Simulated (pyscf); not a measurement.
PySCF, gas phase, ωB97X-D3(BJ)/def2-SVP geometries.

Question: What is the homolytic dissociation enthalpy (298 K, ωB97M-D3(BJ)/def2-TZVP) of the Cl–Ta bond of HO–Ta(OH)(Cl)(Cl)–Cl, to [HO–Ta(OH)(Cl)–Cl]• + Cl•?

Answer: Cl–Ta to [HO–Ta(OH)(Cl)–Cl]• + Cl•: 90.8 kcal/mol. The 7 functionals that were run give +88.8 (M06-2X) to +97.6 kcal/mol (ωB97X-D3(BJ)). The radicals are drawn with the spin at the cut bond; how far it spreads was not checked. Other isomers of [HO–Ta(OH)(Cl)–Cl]• were not searched in full and may lie lower. Left out: the spin-orbit lowering of Cl. Open-shell species with a d-block atom are single-reference here; other states, and whether the spin sits on metal or ligand, were not checked. Elements past Kr carry the def2 core potentials, without spin-orbit coupling.
